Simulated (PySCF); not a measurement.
Species: tetracarbon chain, C4 (triplet state).
Bonds: C1–C2 (double), C2–C3 (double), C3–C4 (double).

The species is tetracarbon chain (`[C]=C=C=[C]`) [triplet].

Computed with PySCF, UKS B3LYP, IGLO-III on C, non-relativistic, mean-field spin-orbit, GIAO. Geometry: PBE0-D3(BJ)/def2-SVP; no solvent, vibrations or thermal averaging. No stability test was run, so a lower SCF solution isn't excluded.

Problem. What is the g tensor, term by term?

Solution. 
```json
{"Δg (ppm)": "relativistic mass correction", "1": "-135", "2": "-135", "3": "-135"}
{"Δg (ppm)": "gauge correction", "1": "33", "2": "16", "3": "16"}
{"Δg (ppm)": "orbital Zeeman/spin–orbit", "1": "0", "2": "750", "3": "750"}
{"Δg (ppm)": "total", "1": "-102", "2": "631", "3": "631"}
```

So g = 2.00222, 2.00295, 2.00295 and g_iso = 2.00271; the tensor is axial. Axes: g1 lies along the molecular axis. With S = 1 there is also a zero-field splitting, D = +0.32 cm⁻¹, to set against the quantum of 0.317 cm⁻¹ at 9.5 GHz.

Problem. At 9.391 GHz, how far is the centre of the isotropic spectrum from where a free electron (g = 2.002319) resonates, zero-field splitting left aside?

Solution. B = hν/(g μB) with μB/h = 13.99624 MHz/mT gives 335.09 mT for the free electron and 335.03 mT at g_iso, 0.06 mT lower.

Problem. What are the electron Larmor frequencies g μB B/h along the three axes at 330 mT?

Solution. 9.2478, 9.2511, 9.2512 GHz for g1, g2 and g3, a range of 3.4 MHz.

Problem. What effective moment and Curie constant follow for a powder at temperatures where kT is far above the zero-field splitting?

Solution. With the mean of g² = 4.0108 and S(S+1) = 2.00: μ_eff = √(⟨g²⟩S(S+1)) = 2.832 μB and χT = 0.12505·⟨g²⟩·S(S+1) = 1.003 cm³ K/mol (cgs; spin-Hamiltonian part alone).

The largest Mulliken spin populations are on C4 (+0.77), C1 (+0.77), C2 (+0.23) and C3 (+0.23). Four atoms exceed +0.15.

The HOMO–LUMO gaps are 5.73 eV among the α and 3.11 eV among the β orbitals.
